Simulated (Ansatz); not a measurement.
Isolated molecules relaxed with PBE0-D4/def2-TZVP in Ansatz; ΔE leaves out vibrations. CCSD(T)/CBS adds triple-zeta CCSD(T) − MP2 to the extrapolated MP2 energy (def2 sets, frozen cores). This one scheme is used for every species. Functionals use def2-TZVPP. One conformer a species, not always the lowest.

`OC1(O)N=C1F` + H₂ → `OC1(O)C=N1` + H–F  (hydrogenolysis of a C–F bond)

Is it downhill or uphill in electronic energy at CCSD(T)/CBS, and by how much? (An estimate is asked.)

Computed: Downhill: ΔE = -23.0 kcal/mol.

What do these levels give: LDA (SPW92), BLYP-D4, PBE0-D4, r2SCAN0-D4, BHLYP-D4, ωB97M-V, r2SCAN, RPA@PBE/def2-TZVPP, CCSD(T)/def2-SVP, CCSD/def2-TZVPP, CCSD(T)/def2-TZVPP, CCSD/CBS(def2)? (An estimate is asked.)

Computed: LDA (SPW92) -14.8, BLYP-D4 -15.9, PBE0-D4 -19.0, r2SCAN0-D4 -19.1, BHLYP-D4 -21.0, ωB97M-V -19.4, r2SCAN -16.6, RPA@PBE/def2-TZVPP -20.1, CCSD(T)/def2-SVP -17.3, CCSD/def2-TZVPP -22.7, CCSD(T)/def2-TZVPP -21.3, CCSD/CBS(def2) -24.4 kcal/mol.

Largest T1 diagnostic among the species: 0.013.

From r2SCAN to r2SCAN0 (25 % exact exchange), in def2-TZVPP and without D4, ΔE moves by −2.7 kcal/mol. At CCSD(T), def2-SVP lies +5.7 kcal/mol from the extrapolated value and def2-TZVPP +1.7 kcal/mol. Leaving LDA and LC-ωPBE aside and taking each functional with its dispersion term where it has one, the values, not all of them listed here, spread over 5.2 kcal/mol, from PBE-QIDH to BLYP-D4. LDA lies +1.4 kcal/mol from PBE without D4.
